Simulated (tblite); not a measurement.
# C2H4F2S: the cost of one run

Computed with tblite 0.8.0 and PySCF 2.14.0; each step states its level. No surroundings beyond the atoms listed, unless a continuum is named. Atoms count from 0, parts from 1.

## 1. Starting point

9 atoms, charge 0, multiplicity 1; geometry: rigid parts in contact. Parts: 1 = atoms 0–2, `FSF`, charge 0; 2 = atoms 3–8, `C=C`, charge 0.

## 2. Bringing the parts together with GFN2-xTB

Job settings and geometry (Å):

```
{"job": {"kind": "dock", "xc": "GFN2-xTB", "basis": "xTB"}, "charge": 0, "multiplicity": 1, "parts": [{"atoms": "0-2", "charge": 0, "multiplicity": 1}, {"atoms": "3-8", "charge": 0, "multiplicity": 1}]}
F      1.228351    -0.352180    -0.006859
S     -0.004122     0.718495    -0.004929
F     -1.224229    -0.366316     0.011788
C     -1.191862     3.058559    -2.095675
C     -2.185477     3.327395    -1.275218
H     -0.436883     2.327022    -1.858014
H     -1.084517     3.556677    -3.045419
H     -2.940386     4.058966    -1.512804
H     -2.292562     2.829585    -0.325347
```

Level: GFN2-xTB search for minima from random contacts, gas phase.

Run with:

```sh
OMP_NUM_THREADS=1 python cluster_run.py task.json out
```

This one command runs all jobs of the session in turn.

**Question.** How long does this first job take on 1 thread of Arm Neoverse V2, shared host?

About 7 s.
